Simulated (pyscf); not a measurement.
Thermochemistry of product channels of H₂C=CH–C≡N (SMILES C=CC#N) + CH₃• (SMILES [CH3]) on the doublet surface, in eV, from ωB97M-D3(BJ)/def2-TZVP energies (ideal gas, 1 atm, RRHO with modes under 100 cm⁻¹ raised to 100, one conformer, R ln 2 for chiral ones without a mode under 150 cm⁻¹). Single points on ωB97X-D3(BJ)/def2-SVP structures (PySCF, gas phase).

| products | ΔE | ΔH(298 K) | ΔG(900 K) | ΔG(1200 K) |
|---|---|---|---|---|
| •H₂C–CH(CH₃)–C≡N (SMILES [CH2]C(C)C#N) | -1.12 | -0.97 | +0.34 | +0.76 |
| H₃C–CH₂–CH•–C≡N (SMILES CC[CH]C#N) | -1.61 | -1.44 | -0.06 | +0.39 |

The channel to •H₂C–CH(CH₃)–C≡N turns unfavourable between 298 and 1200 K (ΔG from -0.53 eV to +0.76 eV). The channel to H₃C–CH₂–CH•–C≡N turns unfavourable between 298 and 1200 K (ΔG from -0.99 eV to +0.39 eV).

These are energies of the channels, which say nothing of barriers.
